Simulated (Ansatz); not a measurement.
Relaxation of Cl2F2 (4 atoms, charge 0, multiplicity 1), to a largest force component of 0.02 eV/Å in at most 40 steps.

The calculation used Ansatz 0.2.0, RKS PBE0-D4/6-31G*.

```xyz
4
Properties=species:S:1:pos:R:3
F -0.404 -0.556 -1.795
F 0.504 0.513 -1.830
Cl 0.627 -0.638 2.162
Cl -0.727 0.681 1.464
```

Task: Where does it end, and by what steps?

Result: It converged. The force dipped under the threshold on the way, but the program's further checks kept it going. After 9 steps the energy has fallen by 0.023 eV; Cl3 moved furthest, 0.49 Å.

```csv
step,energy less start (eV),largest force component (eV/Å),accepted
0,0.0000,0.554,yes
1,-0.0068,0.196,yes
2,-0.0093,0.065,yes
3,-0.0128,0.051,yes
4,-0.0135,0.059,yes
5,-0.0169,0.192,yes
6,-0.0200,0.090,yes
7,-0.0225,0.007,yes
8,-0.0227,0.026,yes
9,-0.0227,0.014,yes
```

```xyz
4
Properties=species:S:1:pos:R:3
F -0.353 -0.607 -1.598
F 0.553 0.443 -1.594
Cl 0.622 -0.611 1.677
Cl -0.822 0.775 1.515
```

Whether the end is a true minimum wasn't checked by a vibrational analysis.

The run took 13 s on 1 thread of Arm Neoverse V1, with other jobs on the host, peak memory 0.11 GiB.
